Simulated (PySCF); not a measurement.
## Core-level binding energies of `N[SiH2]N`

Species: H₆N₂Si.
Structure used (GFN2-xTB), in Å, numbered top down from 1:
```xyz
9
H6N2Si angstrom
N      1.5080   -0.0143    0.2325
Si    -0.1058    0.5828    0.1596
N     -1.2531   -0.6608   -0.2126
H      1.7108   -0.7489    0.8904
H      2.0116   -0.1790   -0.6233
H     -0.4719    1.0277    1.5005
H     -0.0372    1.6725   -0.8223
H     -2.2332   -0.4561   -0.1085
H     -1.1156   -1.2181   -1.0414
```

Method used: PySCF, delta-SCF UKS SCAN, pcX-2 on the ionised atom, pcseg-1 elsewhere, spin-free X2C. Binding energies are ΔSCF values: E(core-ionised, relaxed orbitals) − E(ground state) at a fixed geometry, referred to the vacuum level.

Question: List the computed XPS lines with their assignment.

Answer: 
```tsv
atom(s)	environment	level	binding energy (eV)	2p1/2 (eV)	count
N1/N3	silicon-bound nitrogen	N 1s	404.55	–	2
Si2	SiH2 silicon	Si 2p3/2	106.87	107.50	1
Si2	SiH2 silicon	Si 1s	1846.79	–	1
```

Question: Give the binding energy of N 1s of N1/N3 in hartree and in kJ/mol.

Answer: 404.55 eV = 14.8669 Eh = 39033 kJ/mol.

One atom of each set of topologically equivalent atoms was ionised and stands for the set; in this conformer not all members are related by symmetry, and their own values weren't computed. 2p3/2 and 2p1/2 are the ΔSCF energy of one spin-free 2p hole plus the eigenvalues of a spin–orbit and ligand-field matrix of the shell. 2p1/2 minus 2p3/2 (ligand field included): Si 0.62 eV. Isolated species at its GFN2-xTB geometry (one conformer only).

The run took 8.8 s on one thread of an Arm Neoverse V1, no GPU (shared host).
